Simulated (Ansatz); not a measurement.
**[H···H···O], triplet: reading a ladder of total energies**

Geometry: a point of a hydrogen-transfer path between rigid fragments, not a stationary point.

```xyz
3

H     0.0000    0.0000   -0.9980
H     0.0000    0.0000   -0.2530
O     0.0000    0.0000    1.2510
```

Basis cc-pVTZ; Ansatz 0.2.0. Correlated methods freeze the noble-gas cores, which leaves 8 electrons in 57 orbitals. Prefix R: restricted or restricted open-shell reference; prefix U: unrestricted.

Full CI isn't at hand for all of this; UCCSDT(Q) serves as the reference, and is uncertain by about the last step of the cluster series.

Runs differ by some tens of microhartree through their thresholds and, for an open shell, their frozen cores, so steps under 0.03 kcal/mol mean nothing.

```json
{"level": "UHF", "total energy (hartree)": "-75.919438"}
{"level": "UMP2", "total energy (hartree)": "-76.102937"}
{"level": "UCCSD", "total energy (hartree)": "-76.127268"}
{"level": "UCCSD(T)", "total energy (hartree)": "-76.131236"}
{"level": "UCCSDT", "total energy (hartree)": "-76.131683"}
{"level": "UCCSDT(Q)", "total energy (hartree)": "-76.131776"}
```

Q: What is the correlation energy at UCCSDT(Q), and what share of it do UMP2 and UCCSD recover?

A: E(corr) = -76.131776 − (-75.919438) = -0.212338 hartree = -5.778 eV. UMP2: -0.183499 / -0.212338 = 86.42 %. UCCSD: -0.207830 / -0.212338 = 97.88 %.

Q: By how many kcal/mol does UCCSD(T) miss UCCSDT(Q) (1 hartree = 627.509 kcal/mol), and which steps make up the rest?

A: -76.131236 − (-76.131776) = 0.000540 hartree = 0.34 kcal/mol. Steps: UCCSDT − UCCSD(T) = -0.28, UCCSDT(Q) − UCCSDT = -0.06 kcal/mol. That is within 1 kcal/mol of the reference in this basis, which itself misses far more of the correlation at the basis-set limit.
